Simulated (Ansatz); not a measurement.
Two shapes of singlet COS.

Shape 1:

```xyz
3

O     0.0000    0.0000   -1.5475
C     0.0000    0.0000   -0.4836
S     0.0000    0.0000    0.9551
```

Shape 2:

```xyz
3

O     0.0000    0.0000   -1.8167
C     0.0000    0.0000   -0.5677
S     0.0000    0.0000    1.1212
```

Basis set: cc-pVTZ (spherical functions). Frozen core: 7 orbitals. Charge 0, multiplicity 1.

Computed with Ansatz (development build ahead of 0.2.0); each method stands on the lowest determinant of its kind that the runs found.

(1) Which shape is lower in energy, and by how much in each method?

## Answers

(1)

| method | E(2) − E(1) (eV) |
| --- | --- |
| RHF | 0.295 |
| RHF-MP2 | -0.662 |

The methods disagree on the order. Caution: no unrestricted run beside it, a lower state can exist.
